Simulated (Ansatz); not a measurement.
`C/C(=C/F)CF` → 4 C• + 2 F• + 6 H•  (atomization)

Computed with Ansatz on PBE0-D4/def2-TZVP structures; ΔE is electronic, products minus reactants. CBS: MP2 limit from def2 TZ/QZ plus the TZ coupled-cluster correction, frozen cores. This one scheme is used for every species, atoms too. For atomizations the MP2-based limit and the directly extrapolated one differ by several kJ/mol either way, and by 10 to 25 for some Ge, Se and Sn compounds, so smaller differences from it don't rank the levels. Functionals use def2-TZVPP. HSE06 is defined as in plane-wave codes. No spin–orbit coupling; open shells (•) take unrestricted orbitals. Spin–orbit coupling would lower the free atoms: a little for C, F. Each species was taken in one conformer, which may not be the lowest.

`C/C(=C/F)CF`:

Cartesian coordinates in Å:
```
C 0.024 0.514 1.320
C 0.087 -0.174 -0.004
C 0.740 -1.317 -0.143
F 0.827 -1.968 -1.311
C -0.620 0.465 -1.150
F -0.172 1.769 -1.316
H -1.013 0.620 1.654
H 0.443 1.520 1.248
H 0.574 -0.035 2.085
H 1.255 -1.840 0.655
H -1.697 0.521 -0.955
H -0.449 -0.073 -2.083
```

(1) What is ΔE at CCSD(T)/CBS? (Best estimate.)

(2) What do these levels give: revPBE-D4, HSE06-D4, PBE0, MP2/def2-TZVPP, SCS-MP2/def2-QZVPP, CCSD/CBS(def2)? (An estimate is asked.)

(3) What do rigid-rotor, harmonic-oscillator terms from PBE0-D4/def2-TZVP frequencies (298.15 K, 1 bar) make of the CCSD(T)/CBS value? (Estimate.)

Largest T1 diagnostic among the species: 0.011.

## Answers

(1) The calculation gave: +4901.1 kJ/mol.

(2) Computed: revPBE-D4 4923.9, HSE06-D4 4954.0, PBE0 4932.6, MP2/def2-TZVPP 4893.2, SCS-MP2/def2-QZVPP 4914.7, CCSD/CBS(def2) 4823.3 kJ/mol.

(3) Computed: ΔZPE = -247.1 kJ/mol, ΔH = +4708.5 kJ/mol, ΔS = 1305 J/(mol·K), ΔG = +4319.6 kJ/mol. Open shells count their whole term as degenerate.

The D4 term adds +32.7 kJ/mol with B3LYP and +17.2 kJ/mol with PBE0; it sums over pairs of atoms, weighted by their polarisabilities, and B3LYP, whose exchange is more repulsive, gets the larger term. From PBE to PBE0 (25 % exact exchange), in def2-TZVPP and without D4, ΔE moves by −109.9 kJ/mol: exact exchange takes away binding that semilocal exchange gives to molecules. At CCSD(T), def2-SVP lies −195.5 kJ/mol from the extrapolated value and def2-TZVPP −115.2 kJ/mol: correlation converges slowly with the basis, and small sets miss more of it in the bonded molecule than in its fragments.

B3LYP here is the variant with VWN-RPA as its local correlation; programs differ in this.
